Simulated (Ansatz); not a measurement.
Process, species as SMILES: O (H2O) → [OH-] + H+
B3LYP-D3(BJ)/def2-TZVP geometries, fixed; electronic energies without zero-point terms.
Largest species:
```
O
H 1 0.9627
H 1 0.9627 2 105.24
```

Basis-set convergence of the deprotonation energy at MP2 with Ansatz (a program for electronic structure). Cartesian d functions, on some or all atoms, in 6-31G*, 6-31+G*; all else is spherical. Cores are frozen. No added dispersion term, no relativity. Functions are those of the species that has most. Reference: Hartree-Fock in aug-cc-pVQZ plus the correlation part extrapolated as X^-3 from aug-cc-pVTZ and aug-cc-pVQZ, 393.24 kcal/mol, itself unsure by roughly 0.18 kcal/mol (a third of the extrapolation step and of the last Hartree-Fock step). Deviations are taken from unrounded values.

```json
[
 {"basis": "3-21G", "functions": "13", "deprotonation energy (kcal/mol)": "459.10", "minus reference (kcal/mol)": "65.86"},
 {"basis": "6-31G", "functions": "13", "deprotonation energy (kcal/mol)": "423.98", "minus reference (kcal/mol)": "30.75"},
 {"basis": "def2-SV(P)", "functions": "18", "deprotonation energy (kcal/mol)": "428.67", "minus reference (kcal/mol)": "35.44"},
 {"basis": "6-31G*", "functions": "19", "deprotonation energy (kcal/mol)": "429.03", "minus reference (kcal/mol)": "35.79"},
 {"basis": "6-31+G*", "functions": "23", "deprotonation energy (kcal/mol)": "389.89", "minus reference (kcal/mol)": "-3.35"},
 {"basis": "pcseg-1", "functions": "24", "deprotonation energy (kcal/mol)": "425.17", "minus reference (kcal/mol)": "31.93"},
 {"basis": "6-311G**", "functions": "30", "deprotonation energy (kcal/mol)": "433.05", "minus reference (kcal/mol)": "39.81"},
 {"basis": "aug-cc-pVDZ", "functions": "41", "deprotonation energy (kcal/mol)": "391.47", "minus reference (kcal/mol)": "-1.77"},
 {"basis": "aug-pcseg-1", "functions": "41", "deprotonation energy (kcal/mol)": "390.55", "minus reference (kcal/mol)": "-2.69"},
 {"basis": "6-311++G(2d,2p)", "functions": "47", "deprotonation energy (kcal/mol)": "396.74", "minus reference (kcal/mol)": "3.50"},
 {"basis": "def2-TZVPD", "functions": "58", "deprotonation energy (kcal/mol)": "391.85", "minus reference (kcal/mol)": "-1.39"},
 {"basis": "6-311++G(3df,3pd)", "functions": "75", "deprotonation energy (kcal/mol)": "396.59", "minus reference (kcal/mol)": "3.35"},
 {"basis": "aug-cc-pVTZ", "functions": "92", "deprotonation energy (kcal/mol)": "393.24", "minus reference (kcal/mol)": "0.01"},
 {"basis": "pcseg-3", "functions": "126", "deprotonation energy (kcal/mol)": "396.39", "minus reference (kcal/mol)": "3.15"},
 {"basis": "def2-QZVPPD", "functions": "132", "deprotonation energy (kcal/mol)": "394.18", "minus reference (kcal/mol)": "0.94"},
 {"basis": "aug-pcseg-3", "functions": "183", "deprotonation energy (kcal/mol)": "393.94", "minus reference (kcal/mol)": "0.70"},
 {"basis": "cc-pV5Z", "functions": "201", "deprotonation energy (kcal/mol)": "400.63", "minus reference (kcal/mol)": "7.39"},
 {"basis": "pcseg-4", "functions": "223", "deprotonation energy (kcal/mol)": "394.92", "minus reference (kcal/mol)": "1.68"}
]
```
